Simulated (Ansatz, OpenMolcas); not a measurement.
## C2H4O2 (methyl formate): from total energies to a heat of formation

The species is C2H4O2 (8 atoms), meant as a singlet with charge 0. SMILES: `COC=O`. The shape is that of a PBE0-D4/def2-TZVP optimisation. This is one conformer, not always the lowest.

Total energies at HF/6-311+G** (OpenMolcas 26.06); the atoms run unrestricted:

| species | state | energy (Eh) |
| --- | --- | --- |
| C2H4O2 | singlet | -227.855132 |
| C | triplet | -37.689570 |
| O | triplet | -74.807396 |
| H | doublet | -0.499810 |

Harmonic wavenumbers at PBE0-D4/def2-TZVP, in cm⁻¹: 132, 303, 350, 786, 970, 1050, 1176, 1193, 1256, 1398, 1465, 1480, 1492, 1833, 3054, 3070, 3148, 3184.

Measured heats of formation of the gaseous atoms at 298.15 K, in kJ/mol: C 716.9, O 249.2, H 218.0. Spin-orbit lowering of the atoms at 298 K (mean of the ground term's levels less their thermal mean, from spectra), in kJ/mol: C 0.02, O 0.40. Take 1 Eh = 2625.50 kJ/mol, 1 cm⁻¹ = 0.0119627 kJ/mol, RT = 2.479 kJ/mol.

Question: What heat of formation follows?

Answer: 
1. Electronic atomisation energy: 2 × (-37.689570) + 2 × (-74.807396) + 4 × (-0.499810) − (-227.855132) = 0.861960 Eh = 2263.1 kJ/mol.
2. Zero-point energy: half the sum of the wavenumbers, 13670 cm⁻¹ = 163.5 kJ/mol.
3. Thermal vibrational enthalpy, Σ hcν̃/(exp(hcν̃/kT) − 1): 4.4 kJ/mol. Translation, rotation and pV of a non-linear molecule: 4 RT = 9.9 kJ/mol.
4. The 8 free atoms carry 5/2 RT each: 49.6 kJ/mol.
5. Spin-orbit coupling lowers the free atoms by 2 × 0.02 + 2 × 0.40 = 0.8 kJ/mol.
6. Atomisation enthalpy at 298 K: 2263.1 − 0.8 − 163.5 − 4.4 − 9.9 + 49.6 = 2134.1 kJ/mol.
7. Sum of the atoms' heats of formation: 2804.2 kJ/mol. Heat of formation: 2804.2 − 2134.1 = +670.1 kJ/mol.

The tabulated value is -357.8 kJ/mol (Active Thermochemical Tables), so this level is off by +1027.9 kJ/mol, or 32.5 % of the atomisation enthalpy. Hartree–Fock leaves out correlation, which is larger in the molecule than in the atoms, so it underbinds and puts the heat of formation too high. Anharmonicity and any spin-orbit splitting of the molecule are left out.
